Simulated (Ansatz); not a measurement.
# AlClFH3: the cost of one run

Method: RKS PBE0-D4/6-31G*, in Ansatz 0.2.0.

### 1 The starting structure

Bond lengths: Al1–Cl2 2.601 Å, Al1–H3 1.529 Å, Al1–H4 1.529 Å, Al1–F6 2.111 Å. Angles: Cl2–Al1–H3 113.1°, Cl2–Al1–H4 114.8°, Cl2–Al1–F6 73.6°, H3–Al1–H4 122.4°, H3–Al1–F6 111.6°, H4–Al1–F6 111.2°.

Structure file:

```xyz
6

Al   -0.7147   -0.0193   -0.2390
Cl    1.5768    1.1530   -0.6139
H    -1.0742   -1.0021   -1.3539
H    -1.7656    0.8390    0.4664
H     1.3502   -0.0947    0.5932
F     0.6275   -0.8758    1.1472
```

### 2 Pulling towards end A

Springs on the bonds that form and break draw the guess towards this end; the thresholds are loose.

input.yaml

```yaml
crystal:
  periodic: [false, false, false]
  atoms:
    - { symbol: Al, position_ang: [-0.7147, -0.0193, -0.239] }
    - { symbol: Cl, position_ang: [1.5768, 1.153, -0.6139] }
    - { symbol: H, position_ang: [-1.0742, -1.0021, -1.3539] }
    - { symbol: H, position_ang: [-1.7656, 0.839, 0.4664] }
    - { symbol: H, position_ang: [1.3502, -0.0947, 0.5932] }
    - { symbol: F, position_ang: [0.6275, -0.8758, 1.1472] }
basis:
  gaussian: { orbitals: "6-31G*" }
hamiltonian:
  xc: pbe0
  dispersion: d4
relax:
  f_tol: 0.15
  max_steps: 25
  restrain:
    - { distance: [0, 5], at: 3.08, k: 30.0 }
    - { distance: [4, 1], at: 2.63, k: 30.0 }
    - { distance: [0, 1], at: 2.23, k: 30.0 }
    - { distance: [4, 5], at: 0.88, k: 30.0 }
```

Command:

```
$ ansatz run input.yaml --threads 1 --pin off --max-ram 2048MiB --backend cpu --events-out ev --progress --plain --runs-dir out
```

What time and memory should one allow on 1 thread of Intel Xeon Platinum 8259CL at 2.50GHz (Skylake/Cascade Lake), shared host?

About 20 s, with a peak of 0.19 GiB.
